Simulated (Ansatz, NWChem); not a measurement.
**Heat of formation of C2H5N (aziridine) from total energies**

C2H5N: 8 atoms, total charge 0, spin state singlet. SMILES: `C1CN1`. The coordinates come from a PBE0-D4/def2-TZVP relaxation.

Total energies at TPSS/def2-SVPD (NWChem 7.3.0); the atoms run unrestricted:

```tsv
species	state	energy (Eh)
C2H5N	singlet	-133.860855
C	triplet	-37.821325
N	quartet	-54.548882
H	doublet	-0.499258
```

Harmonic wavenumbers at PBE0-D4/def2-TZVP, in cm⁻¹: 780, 903, 908, 922, 1005, 1117, 1122, 1153, 1255, 1271, 1308, 1491, 1527, 3125, 3131, 3205, 3219, 3544.

Measured heats of formation of the gaseous atoms at 298.15 K, in kJ/mol: C 716.9, N 472.4, H 218.0. Take 1 Eh = 2625.50 kJ/mol, 1 cm⁻¹ = 0.0119627 kJ/mol, RT = 2.479 kJ/mol.

Work out the heat of formation of the gas at 298 K.


1. Electronic atomisation energy: 2 × (-37.821325) + (-54.548882) + 5 × (-0.499258) − (-133.860855) = 1.173033 Eh = 3079.8 kJ/mol.
2. Zero-point energy: half the sum of the wavenumbers, 15493 cm⁻¹ = 185.3 kJ/mol.
3. Thermal vibrational enthalpy, Σ hcν̃/(exp(hcν̃/kT) − 1): 1.0 kJ/mol. Translation, rotation and pV of a non-linear molecule: 4 RT = 9.9 kJ/mol.
4. The 8 free atoms carry 5/2 RT each: 49.6 kJ/mol.
5. Atomisation enthalpy at 298 K: 3079.8 − 185.3 − 1.0 − 9.9 + 49.6 = 2933.2 kJ/mol.
6. Sum of the atoms' heats of formation: 2996.2 kJ/mol. Heat of formation: 2996.2 − 2933.2 = +63.0 kJ/mol.

The tabulated value is +126.5 kJ/mol (CRC Handbook of Chemistry and Physics), so this level is off by -63.5 kJ/mol, or 2.2 % of the atomisation enthalpy. Anharmonicity and any spin-orbit splitting of the molecule are left out.
